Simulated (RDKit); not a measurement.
RDKit input (MMFF94):

```python
from rdkit import Chem
from rdkit.Chem import AllChem, rdDetermineBonds

mol = Chem.MolFromXYZFile('mol.xyz')
rdDetermineBonds.DetermineBonds(mol, charge=-1)
print('SMILES', Chem.MolToSmiles(Chem.RemoveHs(mol)))
ff = AllChem.MMFFGetMoleculeForceField(mol, AllChem.MMFFGetMoleculeProperties(mol))
e0 = ff.CalcEnergy()
flag = ff.Minimize(maxIts=5000, forceTol=1e-5)
print(f'energy {e0:.4f} -> {ff.CalcEnergy():.4f} kcal/mol, converged: {flag == 0}')
print(Chem.MolToXYZBlock(mol))
```
mol.xyz:
```
11

O      0.10099332     1.41619481    -0.12530546
C      0.01300559     0.17658011     0.33465754
H      0.00807600     0.08873082     1.47459969
C     -1.30474202    -0.54356908    -0.09708198
C      1.21402198    -0.72345292    -0.10005249
H     -1.34154249    -0.59203777    -1.19230692
H      1.24099077    -0.77647585    -1.19535263
H     -2.15658108     0.05414601     0.23939424
H      2.14294415    -0.25291535     0.23432359
H     -1.40344546    -1.56235804     0.30983993
H      1.16789825    -1.74599699     0.30680741
```

Output:

```
SMILES CC(C)[O-]
energy 9.0279 -> 5.1715 kcal/mol, converged: True
11

O      0.095402    1.338530   -0.183606
C      0.010941    0.146742    0.381282
H      0.006107    0.060842    1.477180
C     -1.294546   -0.510550   -0.096681
C      1.208613   -0.689356   -0.099655
H     -1.349272   -0.590619   -1.190359
H      1.248816   -0.776206   -1.193446
H     -2.174175    0.050845    0.243151
H      2.159907   -0.258748    0.238002
H     -1.380083   -1.525956    0.308330
H      1.149909   -1.706679    0.305324
```

The dipole moment of an ion depends on the origin.
